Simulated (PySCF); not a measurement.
Species: FHO.
Bonds: O1–F2. Hydrogens: H3 on O1.

The same species was optimised twice, with GFN2-xTB and with PBE0-D3(BJ)/def2-SVP (PySCF), and the same property calculations (PySCF, gas phase) were run on both structures.

```tsv
coordinate	GFN2-xTB	PBE0-D3(BJ)/def2-SVP	change
O1–F2 (Å)	1.385	1.402	+0.017
O1–H3 (Å)	0.971	0.971	0.000
F2–O1–H3 (°)	102.3	98.9	-3.4
```

Rotational constants: A = 605787, B = 28704, C = 27405 MHz (GFN2-xTB) against A = 589119, B = 28188, C = 26901 MHz (PBE0-D3(BJ)/def2-SVP). Point groups within 0.08 Å: Cs and Cs.

On the GFN2-xTB structure: HOMO (eV) -8.96 [PBE0/pcSseg-1]; LUMO (eV) -0.47 [PBE0/pcSseg-1]; dipole (D) 2.05 [PBE0/pcSseg-1]; GIAO shielding of O1 (ppm) -48.4 [PBE0/pcSseg-1]; GIAO shielding of F2 (ppm) 224.7 [PBE0/pcSseg-1].

Question: What do these properties become on the PBE0-D3(BJ)/def2-SVP structure?

Answer: 
```tsv
property	level	on GFN2-xTB	on PBE0-D3(BJ)/def2-SVP	change
HOMO (eV)	PBE0/pcSseg-1	-8.96	-9.05	-0.09
LUMO (eV)	PBE0/pcSseg-1	-0.47	-0.76	-0.29
dipole (D)	PBE0/pcSseg-1	2.05	2.04	-0.01
energy, GFN2-xTB geometry as zero (kcal/mol)	PBE0/pcSseg-1	0.0	-0.5	-0.5
GIAO shielding of O1 (ppm)	PBE0/pcSseg-1	-48.4	-72.2	-23.8
GIAO shielding of F2 (ppm)	PBE0/pcSseg-1	224.7	209.5	-15.2
```

The heavy atoms differ by 0.009 Å rms after alignment. Among all bonds O1–F2 changes most (+0.017 Å). Changes are differences of the printed values. Neither structure is proved a minimum here.
